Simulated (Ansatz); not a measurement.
SiH$_{4}$SO, closed shell: a nudged elastic band.

Input (in.yaml):

```yaml
crystal:
  periodic: [false, false, false]
  atoms:
    - {symbol: Si, position_ang: [-0.303040, -0.225887, 0.384534]}
    - {symbol: S, position_ang: [1.679782, -0.648712, -0.278074]}
    - {symbol: O, position_ang: [-0.913193, 1.172057, -0.222861]}
    - {symbol: H, position_ang: [-0.379802, 1.963056, -0.125751]}
    - {symbol: H, position_ang: [-1.256650, -1.267061, -0.051700]}
    - {symbol: H, position_ang: [-0.159522, -0.191883, 1.861484]}
    - {symbol: H, position_ang: [1.332426, -0.801669, -1.567633]}
basis:
  gaussian: {orbitals: def2-SVP}
hamiltonian: {xc: pbe0, dispersion: d4}
neb:
  images: 5
  climbing: true
  max_iterations: 40
  initial_path: idpp
  final_atoms:
    - {symbol: Si, position_ang: [-0.844068, -0.153336, 0.570566]}
    - {symbol: S, position_ang: [1.413586, -0.230654, -0.531740]}
    - {symbol: O, position_ang: [-1.505557, 1.038605, -0.118885]}
    - {symbol: H, position_ang: [1.520153, 1.100359, -0.366395]}
    - {symbol: H, position_ang: [-1.142418, -1.575893, 0.232858]}
    - {symbol: H, position_ang: [-0.258684, -0.096867, 1.941988]}
    - {symbol: H, position_ang: [0.816987, -0.082313, -1.728392]}
```

Run by:

```bash
ansatz run in.yaml --threads 2 --pin off --events-out ev --progress --plain --max-ram 4352MiB
```

The run's output (Ansatz 0.2.0):

```
Functional definition: PBE0
  name "PBE0"
  cite "Adamo & Barone, J. Chem. Phys. 110, 6158 (1999) doi:10.1063/1.478522"
  cite "Perdew, Burke & Ernzerhof, Phys. Rev. Lett. 77, 3865 (1996) doi:10.1103/PhysRevLett.77.3865"
  parent pbe
  parameter a = 0.25
  parameter kappa = 0.804
  parameter beta = 0.06672455060314922
  exchange = (1 - a)*pbe_x(kappa = kappa, mu = beta*pi^2/3) + a*exact_x
  correlation = pbe_c(beta = beta)
706 factors; integrals over basis functions are off by at most 2.4e-4 eV
mean field evaluation 1: about -20806.6127 eV, gradient 4.5e1 eV
mean field evaluation 2: about -20800.8625 eV, gradient 7.1e1 eV
mean field evaluation 4: about -20810.0809 eV, gradient 1.6e0 eV
mean field evaluation 8: about -20810.0871 eV, gradient 7.6e-2 eV
mean field -20810.08715819 eV, -764.7565974798 hartree, gradient 2.0e-5 eV, S^2 0.000000; 0 other end points of the search recorded, 0 dependent functions left out
the calculation of the forces begins
reference -20810.08717970 eV, -764.7565982702 hartree; 21, 21 occupied and 49, 49 virtual orbitals, 706 factors
705 factors; integrals over basis functions are off by at most 1.1e-3 eV
mean field evaluation 16: about -20800.7358 eV, gradient 5.9e1 eV
mean field -20807.81925682 eV, -764.6732536416 hartree, gradient 2.9e-5 eV, S^2 0.000000; 0 other end points of the search recorded, 0 dependent functions left out
the calculation of the forces begins
reference -20807.81927982 eV, -764.6732544869 hartree; 21, 21 occupied and 49, 49 virtual orbitals, 705 factors
WARN: NEB end point (image 0): max|allowed force component| = 3.995e-1 eV/Å (the criterion of neb.relax_end_points is 1.000e-2). That is over neb.f_tol: it is no minimum, so the barrier can be far off. Relax it first
WARN: NEB end point (image 6): max|allowed force component| = 5.959e-1 eV/Å (the criterion of neb.relax_end_points is 1.000e-2). That is over neb.f_tol: it is no minimum, so the barrier can be far off. Relax it first
706 factors; integrals over basis functions are off by at most 5.7e-4 eV
mean field evaluation 32: about -20792.1270 eV, gradient 8.9e1 eV
mean field -20808.39210283 eV, -764.6943053444 hartree, gradient 5.1e-5 eV, S^2 0.000000; 0 other end points of the search recorded, 0 dependent functions left out
the calculation of the forces begins
reference -20808.39212484 eV, -764.6943061533 hartree; 21, 21 occupied and 49, 49 virtual orbitals, 706 factors
706 factors; integrals over basis functions are off by at most 4.4e-4 eV
mean field -20806.46157870 eV, -764.6233598911 hartree, gradient 8.8e-6 eV, S^2 0.000000; 0 other end points of the search recorded, 0 dependent functions left out
the calculation of the forces begins
reference -20806.46160005 eV, -764.6233606757 hartree; 21, 21 occupied and 49, 49 virtual orbitals, 706 factors
706 factors; integrals over basis functions are off by at most 4.4e-4 eV
mean field evaluation 64: about -20804.5084 eV, gradient 1.6e1 eV
mean field -20805.56540059 eV, -764.5904259530 hartree, gradient 3.6e-5 eV, S^2 0.000000; 0 other end points of the search recorded, 0 dependent functions left out
the calculation of the forces begins
reference -20805.56542247 eV, -764.5904267571 hartree; 21, 21 occupied and 49, 49 virtual orbitals, 706 factors
706 factors; integrals over basis functions are off by at most 1.0e-3 eV
mean field evaluation 96: about -20805.7847 eV, gradient 6.5e-5 eV
mean field -20805.78469575 eV, -764.5984849016 hartree, gradient 6.5e-5 eV, S^2 0.000000; 0 other end points of the search recorded, 0 dependent functions left out
the calculation of the forces begins
reference -20805.78471803 eV, -764.5984857201 hartree; 21, 21 occupied and 49, 49 virtual orbitals, 706 factors
708 factors; integrals over basis functions are off by at most 1.2e-3 eV
mean field -20806.90955265 eV, -764.6398226299 hartree, gradient 2.1e-5 eV, S^2 0.000000; 0 other end points of the search recorded, 0 dependent functions left out
the calculation of the forces begins
reference -20806.90957524 eV, -764.6398234602 hartree; 21, 21 occupied and 49, 49 virtual orbitals, 708 factors
NEB iter   1: max|band force component| = 4.654e0 eV/Å  barrier→ = 4.5092 eV  barrier← = 2.2462 eV  Δτ_max = 0.2000 Å  (181 SCF iters)
NEB iter   2: max|band force component| = 4.439e0 eV/Å  barrier→ = 3.5987 eV  barrier← = 1.3357 eV  Δτ_max = 0.2000 Å  (144 SCF iters)
NEB iter   3: max|band force component| = 1.994e1 eV/Å  barrier→ = 2.5751 eV  barrier← = 0.3120 eV  Δτ_max = 0.1013 Å  (136 SCF iters)
NEB iter   4: max|band force component| = 3.556e0 eV/Å  barrier→ = 2.4391 eV  barrier← = 0.1761 eV  Δτ_max = 0.1434 Å  (135 SCF iters)
NEB iter   5: max|band force component| = 1.590e0 eV/Å  barrier→ = 2.3839 eV  barrier← = 0.1209 eV  Δτ_max = 0.1280 Å  (126 SCF iters)
NEB iter   6: max|band force component| = 3.465e-1 eV/Å  barrier→ = 2.3252 eV  barrier← = 0.0622 eV  CI = image 4  Δτ_max = 0.2000 Å  (125 SCF iters)
NEB iter   7: max|band force component| = 1.271e0 eV/Å  barrier→ = 2.3392 eV  barrier← = 0.0762 eV  CI = image 4  Δτ_max = 0.0967 Å  (126 SCF iters)
NEB iter   8: max|band force component| = 4.861e-1 eV/Å  barrier→ = 2.3313 eV  barrier← = 0.0683 eV  CI = image 4  Δτ_max = 0.0437 Å  (117 SCF iters)
NEB iter   9: max|band force component| = 3.535e-1 eV/Å  barrier→ = 2.3283 eV  barrier← = 0.0653 eV  CI = image 4  Δτ_max = 0.0212 Å  (117 SCF iters)
NEB iter  10: max|band force component| = 7.251e-2 eV/Å  barrier→ = 2.3274 eV  barrier← = 0.0644 eV  CI = image 4  Δτ_max = 0.0117 Å  (117 SCF iters)
NEB iter  11: max|band force component| = 3.319e-2 eV/Å  barrier→ = 2.3271 eV  barrier← = 0.0641 eV  CI = image 4  Δτ_max = 0.0000 Å  (952 SCF iters)
Total energy: -20807.86942692 eV, -764.6750973590 hartree
Atom 0 at    -0.741093    -0.229331     0.544967 Å, force     0.008558     0.003203     0.009098 eV/Å
Atom 1 at     1.564221     0.228679    -0.338010 Å, force     0.001719    -0.004978     0.013076 eV/Å
Atom 2 at    -1.180444     1.127319    -0.090380 Å, force    -0.001197    -0.008728    -0.011519 eV/Å
Atom 3 at     0.524116     1.181345    -0.511631 Å, force    -0.005546     0.010558    -0.006916 eV/Å
Atom 4 at    -1.026870    -1.560968    -0.071461 Å, force    -0.008650     0.005047    -0.007642 eV/Å
Atom 5 at    -0.449062    -0.396450     1.999433 Å, force     0.011103    -0.004504    -0.001355 eV/Å
Atom 6 at     1.309133    -0.350694    -1.532919 Å, force    -0.005987    -0.000599     0.005258 eV/Å
Dipole moment:     0.482876    -0.490949    -0.101797 e Å

[the SCF lines of later steps are left out]
```

The lines “mean field evaluation” count trial sets of orbitals through the whole run, from several starts and some on an approximate energy, so they need not fall steadily or lie above the final value.

The run took about 97 s on 2 CPU threads of an Arm Neoverse V1 (shared host).
